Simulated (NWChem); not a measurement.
System: CH3 cation

Here is an NWChem input.

```
start job
memory heap 200 mb stack 900 mb global 1100 mb
charge 1
geometry units angstroms
  C      0.000000     0.000000     0.000000
  H      0.780694     0.780694     0.000000
  H      0.285754    -1.066448     0.000000
  H     -1.066448     0.285754     0.000000
end
basis spherical
  * library 6-31g*
end
dft
  xc hfexch
  iterations 150
end
driver
  maxiter 120
end
task dft optimize
task dft freq
```

The level has its own optimisation; frequencies are unscaled.

Task: Predict the main results of this run. (Hartree-Fock/6-31G* (spherical d).) Quantities: r C–H (Å); highest harmonic frequency (cm⁻¹); lowest (cm⁻¹); zero-point energy (kcal/mol).

Result: The r C–H (Å) comes out as 1.078 and the highest harmonic frequency (cm⁻¹) comes out as 3470. The lowest (cm⁻¹) comes out as 1517 and the zero-point energy (kcal/mol) comes out as 21.1.
